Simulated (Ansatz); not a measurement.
CH4BS, SMILES C[B]S, a rigid scan of one bond length

Program: the Python package of Ansatz (0.2.0).

Run as a notebook:

In [1]:
```python
import ansatz
import numpy as np
```

In [2]:
```python
GEOMETRY = """
C    -0.80900    0.34440   -0.11930
B     0.00310   -0.94370   -0.10270
S     1.83560   -0.87750   -0.39110
H    -1.54610    0.32510   -0.93670
H    -0.20220    1.25780   -0.34370
H    -1.36390    0.53570    0.84590
H     2.14370   -0.70980    1.00180
"""
```

In [3]:
```python
molecule = ansatz.Crystal.molecule()
for line in GEOMETRY.strip().splitlines():
    symbol, *xyz = line.split()
    molecule = molecule.atom(symbol, [float(v) for v in xyz])
```

In [4]:
```python
symbols = [site.symbol for site in molecule.cartesian_sites]
start = np.array([site.position_ang for site in molecule.cartesian_sites])
axis = (start[3] - start[0]) / np.linalg.norm(start[3] - start[0])
moving = [3]
lengths, energies = [0.969, 1.013, 1.057, 1.101, 1.145, 1.189, 1.233, 1.299], []
for length in lengths:
    xyz = start.copy()
    xyz[moving] += (length - np.linalg.norm(start[3] - start[0])) * axis
    point = ansatz.Crystal.molecule()
    for symbol, place in zip(symbols, xyz):
        point = point.atom(symbol, place.tolist())
    setup = point.calculation().basis(gaussian="def2-SVP").correlation("MP2").spin("collinear", total=1)
    summary = setup.run(threads=1).report
    energies.append(summary["free_energy_ev"])
    print(f"r = {length:6.3f} A  E = {energies[-1]:.5f} eV  <S^2> = {abs(summary['mean_field']['state']['spin_squared']):.3f}")
```
```text
r =  0.969 A  E = -12585.39707 eV  <S^2> = 0.755
r =  1.013 A  E = -12585.63355 eV  <S^2> = 0.755
r =  1.057 A  E = -12585.76097 eV  <S^2> = 0.755
r =  1.101 A  E = -12585.80279 eV  <S^2> = 0.755
r =  1.145 A  E = -12585.77777 eV  <S^2> = 0.755
r =  1.189 A  E = -12585.70093 eV  <S^2> = 0.755
r =  1.233 A  E = -12585.58427 eV  <S^2> = 0.755
r =  1.299 A  E = -12585.35503 eV  <S^2> = 0.755
```

In [5]:
```python
# quartic fit about the minimum
fit = np.polynomial.Polynomial.fit(lengths, np.array(energies) - min(energies), 4).convert()
roots = [r.real for r in fit.deriv().roots() if abs(r.imag) < 1e-9 and fit.deriv(2)(r.real) > 0]
r_e = min(roots, key=lambda r: abs(r - lengths[int(np.argmin(energies))]))
print(f"minimum of the fit at {r_e:.4f} A, force constant {fit.deriv(2)(r_e):.2f} eV/A^2")
```
```text
minimum of the fit at 1.1046 A, force constant 33.82 eV/A^2
```

Notes:
- Total energies depend on the basis set; only differences at equal settings carry meaning.
- The rest of the molecule is held rigid at a force-field or estimated start geometry, and the basis set is modest; single-reference methods fail as a bond breaks.
- The run takes the species as open-shell (spin multiplicity 2), which needn't be its ground state.
- S² is that of the Hartree-Fock reference.
- Timing: 6.6 s on 1 thread of Arm Neoverse V1, with other jobs on the host, peak memory 0.19 GiB.
